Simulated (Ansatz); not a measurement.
## Could Zr₂Ir exist in this structure?

Plane-wave DFT in Ansatz with scalar-relativistic PAW potentials. The crystal relaxes under PBEsol to I4/mcm with a = 6.461 Å, c = 5.649 Å, 19.65 Å³/atom. No spin polarisation.

```cif
data_structure
_symmetry_space_group_name_H-M 'I4/mcm'
_symmetry_Int_Tables_number 140
_cell_length_a 6.4613
_cell_length_b 6.4613
_cell_length_c 5.6493
_cell_angle_alpha 90.000
_cell_angle_beta 90.000
_cell_angle_gamma 90.000
_cell_volume 235.85
loop_
_atom_site_label
_atom_site_type_symbol
_atom_site_symmetry_multiplicity
_atom_site_Wyckoff_symbol
_atom_site_fract_x
_atom_site_fract_y
_atom_site_fract_z
_atom_site_occupancy
Zr1 Zr 8 h 0.16915 0.66915 0.00000 1
Ir1 Ir 4 a 0.00000 0.00000 0.75000 1
```

Problem. Test it against the elements, against displacements at the zone centre and against strain.

Solution.
- Energy over the elements: -0.663 eV/atom (PBEsol, standard states in the same functional, gases uncorrected)
- Optical modes at Γ: all 15 real, 78 to 208 cm⁻¹ (LDA, no gap at this level, so no LO-TO term)
- Least eigenvalue of the elastic tensor: 33 GPa (LDA, smearing 0.15 eV on a cell relaxed with it; where the run has no gap this value hangs on mesh and smearing)

It passes all three tests. So it is a local minimum against everything tried and bound against the elements. Modes at other wave vectors, other structures and decomposition into other compounds weren't tested here. The modes and the tensor belong to cells relaxed at their own level (19.19 Å³/atom for the tensor), not to the cell shown.

Spin-orbit coupling is left out, which matters for the bands of heavy elements.